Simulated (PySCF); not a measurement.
# NH (imidogen) at UCISD/ccECP-cc-pVDZ (core potential)

Aim: the vertical ionisation energy of NH (imidogen) at UCISD/ccECP-cc-pVDZ (core potential), from 2 runs. The job is set up through a Python script.

Program for the calculation: PySCF 2.14.0.

9 further runs of the same task are left out: 2 that didn't finish, 7 set aside as unsound or not needed.

## Step 1: The structure to begin with

The species is NH (2 atoms), meant as a triplet with charge 0. SMILES: `[NH]`. The bond length is the measured one.

Bond lengths: N1–H2 1.036 Å.

## Step 2: A single-point energy at UCISD/ccECP-cc-pVDZ (core potential)

File input.py:

```python
from pyscf import gto, ci

mol = gto.M(
    atom='''
N    0.000000   0.000000   0.000000
H    0.000000   0.000000   1.036210
''',
    max_memory=1860,
    ecp='ccecp',
    spin=2,
    basis='ccecp-cc-pvdz',
    verbose=3,
)

hf = mol.UHF()
hf.conv_tol = 1e-10
hf.kernel()
if not hf.converged:
    hf = hf.newton().run(hf.mo_coeff, hf.mo_occ)

cisd = ci.CISD(hf)
cisd.kernel()
e_final = cisd.e_tot
print('E(%s) = %.9f' % ('CISD', e_final))
```

Launch:

```sh
OMP_NUM_THREADS=1 python input.py
```

Standard output:

```text
WARN: HOMO -0.225989204869079 >= LUMO -0.225989204869081

converged SCF energy = -10.2146411482089  <S^2> = 2.0146008  2S+1 = 3.0097181
E(UCISD) = -10.3328997716428  E_corr = -0.1182586234338581
E(CISD) = -10.332899772
```

Run time: 0.58 s. Hardware: 1 thread of Arm Neoverse V2, shared host; peak memory 0.12 GiB.

## Step 3: The doublet cation at the same level

File calc.py:

```python
from pyscf import gto, ci

mol = gto.M(
    atom=[
    ('N', (0.000000, 0.000000, 0.000000)),
    ('H', (0.000000, 0.000000, 1.036210)),
],
    basis='ccecp-cc-pvdz',
    charge=1,
    spin=1,
    ecp={'N': 'ccecp', 'H': 'ccecp'},
    verbose=4,
    max_memory=1860,
)

myscf = mol.UHF()
myscf.conv_tol = 1e-10
myscf.kernel()
if not myscf.converged:
    myscf = myscf.newton().run(myscf.mo_coeff, myscf.mo_occ)

cisd = ci.CISD(myscf)
cisd.kernel()
e_final = cisd.e_tot
print('Final energy', e_final)
```

Launch:

```sh
OMP_NUM_THREADS=1 python calc.py
```

Standard output:

```text
PySCF version 2.14.0

[INPUT] num. atoms = 2
[INPUT] num. electrons = 5
[INPUT] charge = 1
[INPUT] spin (= nelec alpha-beta = 2S) = 1
[INPUT] symmetry False subgroup None
[INPUT] Mole.unit = angstrom
[INPUT] Symbol           X                Y                Z      unit          X                Y                Z       unit  Magmom
[INPUT]  1 N      0.000000000000   0.000000000000   0.000000000000 AA    0.000000000000   0.000000000000   0.000000000000 Bohr   0.0
[INPUT]  2 H      0.000000000000   0.000000000000   1.036210000000 AA    0.000000000000   0.000000000000   1.958153107536 Bohr   0.0

nuclear repulsion = 2.55342648169773
number of shells = 8
number of NR pGTOs = 57
number of NR cGTOs = 18
basis = ccecp-cc-pvdz
ecp = {'N': 'ccecp', 'H': 'ccecp'}

******** <class 'pyscf.scf.uhf.UHF'> ********
method = UHF
initial guess = minao
damping factor = 0
level_shift factor = 0
DIIS = <class 'pyscf.scf.diis.CDIIS'>
diis_start_cycle = 1
diis_space = 8
diis_damp = 0
SCF conv_tol = 1e-10
SCF conv_tol_grad = None
SCF max_cycles = 50
direct_scf = True
direct_scf_tol = 1e-13
number electrons alpha = 3  beta = 2
Set gradient conv threshold to 1e-05
init E= -9.70718043121321

[... the frontier-level lines of each cycle are left out ...]


cycle= 1 E= -9.63282698462478  delta_E= 0.0744  |g|= 0.408  |ddm|= 1.49
cycle= 2 E= -9.73484631358688  delta_E= -0.102  |g|= 0.07  |ddm|= 0.995
cycle= 3 E= -9.73736323392284  delta_E= -0.00252  |g|= 0.018  |ddm|= 0.19
cycle= 4 E= -9.73764740855255  delta_E= -0.000284  |g|= 0.00476  |ddm|= 0.0611
cycle= 5 E= -9.73767510047336  delta_E= -2.77e-05  |g|= 0.00172  |ddm|= 0.0184
cycle= 6 E= -9.73768041299765  delta_E= -5.31e-06  |g|= 0.000494  |ddm|= 0.00867
cycle= 7 E= -9.73768091196372  delta_E= -4.99e-07  |g|= 6.6e-05  |ddm|= 0.00306
cycle= 8 E= -9.73768091773066  delta_E= -5.77e-09  |g|= 6.34e-06  |ddm|= 0.000326
cycle= 9 E= -9.73768091777026  delta_E= -3.96e-11  |g|= 1.01e-06  |ddm|= 2.16e-05
Extra cycle  E= -9.73768091777105  delta_E= -7.89e-13  |g|= 3.2e-07  |ddm|= 2.57e-06
converged SCF energy = -9.73768091777105  <S^2> = 0.75568186  2S+1 = 2.0056738

******** <class 'pyscf.ci.ucisd.UCISD'> ********
CISD nocc = (np.int64(3), np.int64(2)), nmo = (18, 18)
max_cycle = 50
direct = 0
conv_tol = 1e-09
max_cycle = 50
max_space = 12
lindep = 0
nroots = 1
Init t2, MP2 energy = -0.0834011865985129
UCISD converged
E(UCISD) = -9.84595664138633  E_corr = -0.1082757236152775
Final energy -9.84595664138633
```

Run time: 0.62 s. Hardware: 1 thread of Arm Neoverse V2, shared host; peak memory 0.12 GiB.

## Step 4: What came out

Level: UCISD/ccECP-cc-pVDZ (core potential).

| quantity | value |
| --- | --- |
| triplet NH: total energy | -10.33290 Eh |
| triplet NH: dipole moment (Hartree–Fock density) | 1.71 D |
| triplet NH: HOMO energy (Hartree–Fock orbitals) (highest over α and β) | -13.66 eV |
| triplet NH: LUMO energy (Hartree–Fock orbitals) (lowest over α and β) | 4.18 eV |
| triplet NH: correlation energy | -118.3 mEh |
| triplet NH: ⟨S²⟩ of the reference determinant | 2.015 |
| doublet cation: total energy | -9.84596 Eh |
| doublet cation: HOMO energy (Hartree–Fock orbitals) (highest over α and β) | -27.49 eV |
| doublet cation: LUMO energy (Hartree–Fock orbitals) (lowest over α and β) | -11.37 eV |
| doublet cation: correlation energy | -108.3 mEh |
| doublet cation: ⟨S²⟩ of the reference determinant | 0.756 |
| vertical ionisation energy (to the doublet cation) | 13.250 eV |

**Reading.** Removing an electron at fixed nuclei costs 13.25 eV (1278 kJ/mol).
